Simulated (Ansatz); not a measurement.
Results of PBE0 (Ansatz, a first-principles code, PAW) for bcc Ta.

Output (set-up and result lines):

```
WARN output.stress: scf.convergence.dr2_threshold = 1e-7 eV (the SCF's general default) is looser than the 1e-10 eV advised for a printed stress (1e-10 eV for …
WARN output.stress: scf.exx.energy_threshold = 1e-6 eV is looser than the 1e-8 eV advised for a stress under a hybrid functional (1e-8 eV for each atom of the …
Crystal: 1 atoms, lattice volume = 18.069 Å³
Basis set: ecut = 500 eV, 459 PW (Γ), exchange–correlation on 48×48×48 points (8 copies of the dense FFT grid, shifted against one another)
Bands: 11, of which v1, the nominal top of the filled ones, is band 7 counted from 1 (6 counted from 0)
Symmetry: 48 space group operations
Space group: Im-3m (ITA 229), of the structure as read, at distance tolerance 2.6e-5 Å
k-points: 145 of 4096
Functional: x = pbe(κ = 0.804, μ = 0.2195149727645171), c = pbe(β = 0.06672455060314922), warm-up for x = 0.75 pbe(κ = 0.804, μ = 0.2195149727645171) + 0.25 exact, c = pbe(β = 0.06672455060314922)
SCF iter   1: F=—  HF=-9932.260701 eV  |F-HF|=—  |Δ(HF+E_count)|=         —  Δρ=5.15e-3  dr2=4.44e-3
SCF iter   2: F=—  HF=-9932.258750 eV  |F-HF|=—  |Δ(HF+E_count)|=   1.95e-3  Δρ=1.40e-3  dr2=1.60e-4
  ...
SCF 1 converged in 6 iterations: F = -9932.258759 eV  dr2 = 1.19e-11
Crystal: 1 atoms, lattice volume = 18.069 Å³
Initial density: handed on by an earlier stage of this run
Functional: x = 0.75 pbe(κ = 0.804, μ = 0.2195149727645171) + 0.25 exact, c = pbe(β = 0.06672455060314922)
Crystal: 1 atoms, lattice volume = 18.069 Å³
SCF iter   3: F=—  HF=-9930.294905 eV  |F-HF|=—  |Δ(HF+E_count)|=   5.79e-6  Δρ=1.93e-5  dr2=5.41e-8
SCF iter   4: F=-9930.294905 eV  HF=-9930.294905 eV  |F-HF|=3.27e-11  |Δ(HF+E_count)|=   5.67e-8  Δρ=1.44e-6  dr2=4.55e-9
SCF 3 converged in 4 iterations: F = -9930.294905 eV  dr2 = 4.55e-9
Free energy (F): -9930.294906 eV
Internal energy: -9930.276429 eV  (E = F + TS)
E sigma→0 (E₀):  -9930.285667 eV
Fermi energy:    18.404423 eV
--- Forces (eV/Å), atoms counted from 1 ---
  atom   1  Ta    -0.00000000     0.00000000     0.00000000
--- Stress (GPa, compression-positive) ---
        1.406487      -0.000000      -0.000000
       -0.000000       1.406487      -0.000000
        0.000000      -0.000000       1.406487
  P = ⅓ Tr σ = 1.4065 GPa (14.065 kbar)
```

Task: Write an input file that could have produced this run (the log leaves some choices open).

Result: One answer among several that fit: 
Ansatz 0.2 input:
```yaml
crystal:
  lattice:
    - [-1.6530579621, 1.6530579621, 1.6530579621]
    - [1.6530579621, -1.6530579621, 1.6530579621]
    - [1.6530579621, 1.6530579621, -1.6530579621]
  atoms:
    - { symbol: Ta, position: [0.0, 0.0, 0.0] }
kpoints:
  mp_grid: { grid: [16, 16, 16] }
hamiltonian:
  xc: pbe0
  pseudopotentials: { kind: paw }
  dispersion: none
scf:
  occupations: { method: fermi_dirac, width: 0.1 }
output:
  forces: true
  stress: true
  eigenvalues: true
basis:
  ecutwfc: 500
  ecutrho_ratio: 4
  xc_grid: 2
magnetization:
  spin_polarized: false
```

The PAW data were made under PBE.

Note: exact exchange on metals is sensitive to the k mesh and can open a false gap. Note: the run warned that the count of filled bands differs between k points. Note: cell and atoms aren't relaxed at this level (pressure 1.4 GPa).
